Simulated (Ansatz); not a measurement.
Relaxation of BH$_{4}$NO (7 atoms, charge 0, multiplicity 1), to a largest force component of 0.015 eV/Å in at most 40 steps.

All numbers below come from Ansatz 0.2.0, RKS PBE/def2-SVP.

```xyz
7
Properties=species:S:1:pos:R:3:forces:R:3
N -0.752 0.096 -0.748 0.71 4.11 1.39
B 0.234 0.150 0.351 0.29 -1.87 -1.28
O 1.037 -1.022 0.573 0.90 1.55 -1.28
H -1.425 -0.587 -0.520 -1.36 -1.93 -0.16
H -1.300 1.049 -0.744 1.03 -2.04 -0.14
H 0.376 1.129 1.026 0.24 0.59 0.19
H 1.893 -0.883 0.018 -1.80 -0.41 1.28
```

Question: Where does it end, and by what steps?

Answer: The forces met the threshold. After 7 steps the energy has fallen by 1.192 eV; H7 moved furthest, 0.64 Å.

| step | energy less start (eV) | largest force component (eV/Å) | accepted |
| --- | --- | --- | --- |
| 0 | 0.0000 | 4.110 | yes |
| 1 | -0.4398 | 1.882 | yes |
| 2 | -0.6114 | 2.390 | yes |
| 3 | -0.9154 | 1.503 | yes |
| 4 | -1.1355 | 0.548 | yes |
| 5 | -1.1888 | 0.125 | yes |
| 6 | -1.1914 | 0.037 | yes |
| 7 | -1.1915 | 0.010 | yes |

```xyz
7
Properties=species:S:1:pos:R:3
N -0.955 0.173 -0.446
B 0.298 0.154 0.198
O 1.033 -1.014 0.190
H -1.344 -0.645 -0.917
H -1.547 0.999 -0.479
H 0.702 1.170 0.746
H 1.874 -0.906 0.662
```

The run took 28 s on 1 thread of Intel(R) Xeon(R) Processor @ 2.50GHz (Skylake/Cascade Lake), with other jobs on the host, peak memory 0.13 GiB.
